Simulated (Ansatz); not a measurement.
**CO: state-averaged CASSCF**

Calculated in Ansatz's Gaussian-basis code. State-averaged CASSCF with equal weights; occupations are averaged over the states; levels count from the state that is lowest in CASSCF. Solutions may break the symmetry of the shape. The lowest solution met needn't be the lowest there is, nor hold the orbitals that a chemist would pick. The average may hold one member of a degenerate pair alone.

Geometry: bond length 1.1281 Å.

Basis cc-pVDZ, nonrelativistic, 2 orbitals frozen in the corrections; active space CAS(10,8). Averaged: 2 singlets.

CASSCF levels: singlet 0.00, singlet 9.11 eV.

(1) How does SC-NEVPT2 move them?

Results:

(1) singlet 0.00, singlet 8.89 eV, in the same order of listing. The lowest state stays.
